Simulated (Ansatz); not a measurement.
bcc Cs, treated with r²SCAN in Ansatz (PAW).

Numerical settings: plane-wave cutoff 600 eV, 12×12×12 k mesh, Fermi–Dirac smearing 0.1 eV, finite displacements, scalar-relativistic PAW data made under PBE.

Computed at the level's own relaxed cell.

```
CELL_PARAMETERS angstrom
     -3.13643     3.13643     3.13643
      3.13643    -3.13643     3.13643
      3.13643     3.13643    -3.13643
ATOMIC_POSITIONS crystal
  Cs 0.00000 0.00000 0.00000
```

Harmonic phonon frequencies (cm⁻¹; i marks an imaginary mode):

| q point | frequencies |
|---|---|
| H | 32 32 32 |
| N | 9 20 35 |

No imaginary mode appears at these points.

Ansatz is a first-principles code.
